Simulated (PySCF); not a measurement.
Species: 1,3-dioxane, C₄H₈O₂.
Numbering: `[CH2:1]1[CH2:2][O:3][CH2:4][O:5][CH2:6]1` (hydrogens: H7, H8 on C1; H9, H10 on C2; H11, H12 on C4; H13, H14 on C6)

The same species was optimised twice, with GFN2-xTB and with PBE0-D3(BJ)/def2-SVP (PySCF), and the same property calculations (PySCF, gas phase) were run on both structures.

| coordinate | GFN2-xTB | PBE0-D3(BJ)/def2-SVP | change |
| --- | --- | --- | --- |
| C1–C2 (Å) | 1.530 | 1.522 | -0.008 |
| C1–C6 (Å) | 1.530 | 1.522 | -0.008 |
| O5–C6 (Å) | 1.415 | 1.408 | -0.007 |
| C2–O3 (Å) | 1.415 | 1.408 | -0.007 |
| O3–C4 (Å) | 1.394 | 1.390 | -0.004 |
| C4–O5 (Å) | 1.394 | 1.390 | -0.004 |
| C2–C1–C6 (°) | 107.6 | 108.5 | +0.9 |
| O3–C4–O5 (°) | 113.5 | 113.1 | -0.4 |
| C2–O3–C4 (°) | 111.2 | 111.5 | +0.3 |
| C4–O5–C6 (°) | 111.2 | 111.5 | +0.3 |
| C1–C2–O3 (°) | 110.4 | 110.3 | -0.1 |
| C1–C6–O5 (°) | 110.4 | 110.4 | 0.0 |

Rotational constants: A = 5027, B = 4853, C = 2775 MHz (GFN2-xTB) against A = 5061, B = 4871, C = 2788 MHz (PBE0-D3(BJ)/def2-SVP). Point groups within 0.08 Å: Cs and Cs.

On the GFN2-xTB structure: lowest singlet, TDDFT (eV) 7.65 [CAM-B3LYP/def2-SVPD]; lowest triplet, Tamm–Dancoff (eV) 7.53 [CAM-B3LYP/def2-SVPD]; isotropic polarisability (au) 54.6 [CAM-B3LYP/def2-SVPD]; HOMO (eV) -9.22 [CAM-B3LYP/def2-SVPD]; LUMO (eV) 1.35 [CAM-B3LYP/def2-SVPD]; dipole (D) 2.20 [CAM-B3LYP/def2-SVPD]; HOMO (eV) -7.65 [PBE0/pcSseg-1]; LUMO (eV) 1.56 [PBE0/pcSseg-1]; dipole (D) 2.07 [PBE0/pcSseg-1]; GIAO shielding of C1 (ppm) 156.7 [PBE0/pcSseg-1]; GIAO shielding of C2/C6 (mean) (ppm) 116.9 [PBE0/pcSseg-1]; GIAO shielding of O3/O5 (mean) (ppm) 258.7 [PBE0/pcSseg-1]; GIAO shielding of C4 (ppm) 89.1 [PBE0/pcSseg-1].

**Question.** What do these properties become on the PBE0-D3(BJ)/def2-SVP structure?

**Answer.** 
```
                                    property                level  on GFN2-xTB  on PBE0-D3(BJ)/def2-SVP  change
                  lowest singlet, TDDFT (eV)  CAM-B3LYP/def2-SVPD         7.65                     7.66   +0.01
           lowest triplet, Tamm–Dancoff (eV)  CAM-B3LYP/def2-SVPD         7.53                     7.53    0.00
               isotropic polarisability (au)  CAM-B3LYP/def2-SVPD         54.6                     55.0    +0.4
                                   HOMO (eV)  CAM-B3LYP/def2-SVPD        -9.22                    -9.23   -0.01
                                   LUMO (eV)  CAM-B3LYP/def2-SVPD         1.35                     1.33   -0.02
                                  dipole (D)  CAM-B3LYP/def2-SVPD         2.20                     2.16   -0.04
energy, GFN2-xTB geometry as zero (kcal/mol)  CAM-B3LYP/def2-SVPD          0.0                     -0.2    -0.2
                                   HOMO (eV)        PBE0/pcSseg-1        -7.65                    -7.67   -0.02
                                   LUMO (eV)        PBE0/pcSseg-1         1.56                     1.53   -0.03
                                  dipole (D)        PBE0/pcSseg-1         2.07                     2.03   -0.04
energy, GFN2-xTB geometry as zero (kcal/mol)        PBE0/pcSseg-1          0.0                      0.0     0.0
                  GIAO shielding of C1 (ppm)        PBE0/pcSseg-1        156.7                    155.8    -0.9
        GIAO shielding of C2/C6 (mean) (ppm)        PBE0/pcSseg-1        116.9                    116.8    -0.1
        GIAO shielding of O3/O5 (mean) (ppm)        PBE0/pcSseg-1        258.7                    259.7    +1.0
                  GIAO shielding of C4 (ppm)        PBE0/pcSseg-1         89.1                     89.0    -0.1
```

The heavy atoms differ by 0.009 Å rms after alignment. Among bonds between heavy atoms C1–C2, C1–C6, C2–O3 and O5–C6 change most and about equally (-0.008 to -0.007 Å). Changes are differences of the printed values. Neither structure is proved a minimum here.
